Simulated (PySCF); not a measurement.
# Ionisation energy of Cl by level of theory

Cl [Ne] 3s2 3p5 (2P) → Cl⁺ [Ne] 3s2 3p4 (3P), as a difference of total energies. All numbers are calculated (PySCF 2.14, scalar relativity by spin-free X2C-1e, in aug-cc-pVTZ-DK (6s5p3d2f, 50 functions)). Correlated levels: valence: [Ne] frozen. The calculations carry no spin-orbit coupling.

| method | ionisation energy (eV) |
| --- | --- |
| UHF | 11.758 |
| LDA | 13.191 |
| PBE | 12.962 |
| PBE0 | 12.946 |
| r2SCAN | 12.997 |
| r2SCANh | 12.981 |
| TPSS | 12.946 |
| BP86 | 13.095 |
| SCS-MP2 (valence) | 12.749 |

Estimate what MP2 (valence) gives.

12.750 eV, closest to SCS-MP2 (valence) among the rows shown.

Estimate what revPBE gives.

12.908 eV, closest to PBE0 among the rows shown.

Errors of the correlated levels include the incompleteness of this basis and the frozen core.

For comparison: 12.974 eV (measured; NIST levels, between the centres of gravity of the two terms).
